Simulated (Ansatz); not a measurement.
# BHNF (SMILES N=BF): single points off equilibrium

The atoms stand at a structure displaced at random from a GFN2-xTB minimum. How far do the functionals agree with CCSD(T) there?

Computed with Ansatz 0.2.0, Gaussian basis. Level: single points in def2-TZVPP.

Correlated methods freeze the cores. B3LYP uses VWN-RPA correlation.

## 1. The system as given

SMILES `N=BF`, 4 atoms, charge 0, spin multiplicity 1.

Atoms are counted from 1 here; the program's logs count them from 0.

Bond lengths: N1–B2 1.191 Å, N1–H4 0.977 Å, B2–F3 1.367 Å. Angles: B2–N1–H4 172.6°, N1–B2–F3 177.3°.

Geometry (Å):

```xyz
4
BFHN
N     0.7013   -0.1292   -0.1405
B    -0.4389    0.1196    0.0958
F    -1.7280    0.4506    0.4067
H     1.6340   -0.2338   -0.4116
```

## 2. CCSD(T)/def2-TZVPP

Contents of run/in.yaml:

```yaml
crystal:
  periodic: [false, false, false]
  atoms:
    - {symbol: N, position_ang: [0.701300, -0.129200, -0.140500]}
    - {symbol: B, position_ang: [-0.438900, 0.119600, 0.095800]}
    - {symbol: F, position_ang: [-1.728000, 0.450600, 0.406700]}
    - {symbol: H, position_ang: [1.634000, -0.233800, -0.411600]}
basis:
  gaussian: {orbitals: def2-TZVPP}
correlation: {method: ccsd_t}
output: {forces: true}
```

The command line of these runs was not kept.

## 3. PBE0-D4/def2-TZVPP

run/in.yaml: that of step 2 with these lines changed.

```diff
@@ -9,3 +9,3 @@
   gaussian: {orbitals: def2-TZVPP}
-correlation: {method: ccsd_t}
-output: {forces: true}
+hamiltonian: {xc: pbe0, dispersion: d4}
+output: {forces: true, orbitals: {seedname: orbitals}}
```

## 4. wB97M-V/def2-TZVPP

run/in.yaml: that of step 3 with these lines changed.

```diff
@@ -9,3 +9,3 @@
   gaussian: {orbitals: def2-TZVPP}
-hamiltonian: {xc: pbe0, dispersion: d4}
-output: {forces: true, orbitals: {seedname: orbitals}}
+hamiltonian: {xc: {name: wB97M-V}}
+output: {forces: true}
```

## 5. r2SCAN-D4/def2-TZVPP

run/in.yaml: that of step 4 with these lines changed.

```diff
@@ -9,3 +9,3 @@
   gaussian: {orbitals: def2-TZVPP}
-hamiltonian: {xc: {name: wB97M-V}}
+hamiltonian: {xc: r2scan, dispersion: d4}
 output: {forces: true}
```

## 6. PBE-D4/def2-TZVPP

run/in.yaml: that of step 5 with these lines changed.

```diff
@@ -9,3 +9,3 @@
   gaussian: {orbitals: def2-TZVPP}
-hamiltonian: {xc: r2scan, dispersion: d4}
+hamiltonian: {xc: pbe, dispersion: d4}
 output: {forces: true}
```

## 7. CAM-B3LYP-D4/def2-TZVPP

run/in.yaml: that of step 6 with these lines changed.

```diff
@@ -9,3 +9,3 @@
   gaussian: {orbitals: def2-TZVPP}
-hamiltonian: {xc: pbe, dispersion: d4}
+hamiltonian: {xc: {name: CAM-B3LYP}, dispersion: d4}
 output: {forces: true}
```

## 8. B3LYP-D4/def2-TZVPP

run/in.yaml: that of step 7 with these lines changed.

```diff
@@ -9,3 +9,3 @@
   gaussian: {orbitals: def2-TZVPP}
-hamiltonian: {xc: {name: CAM-B3LYP}, dispersion: d4}
+hamiltonian: {xc: {name: B3LYP}, dispersion: d4}
 output: {forces: true}
```

(Steps that only read results are left out.)

Q: Predict the outcome of this session. Wanted: energy less free atoms, CCSD(T)/def2-TZVPP; RMS force component; RMS force error; HOMO and LUMO, PBE0-D4; T1 diagnostic.

The runs gave:

| quantity | value |
| --- | --- |
| energy less free atoms, CCSD(T)/def2-TZVPP | -1585.6 kJ/mol |
| RMS force component | 2.275 to 2.556 eV/Å over the methods |
| RMS force error | PBE0-D4 0.240, wB97M-V 0.243, r2SCAN-D4 0.156, PBE-D4 0.142, CAM-B3LYP-D4 0.386, B3LYP-D4 0.264 eV/Å |
| HOMO and LUMO, PBE0-D4 | -8.86 and 0.09 eV |
| T1 diagnostic | 0.013 |

What this shows: Against CCSD(T) the functionals' energies less atoms differ by -138.9 to -69.5 kJ/mol, PBE-D4 by -138.9 kJ/mol. A larger basis would deepen the CCSD(T) value, while the functionals are nearly converged already, so the order here is not reliable. For forces PBE-D4 does best and CAM-B3LYP-D4 worst. Frozen-core CCSD(T) forces in triple zeta carry basis errors of their own, and this is one geometry, so small gaps rank nothing.
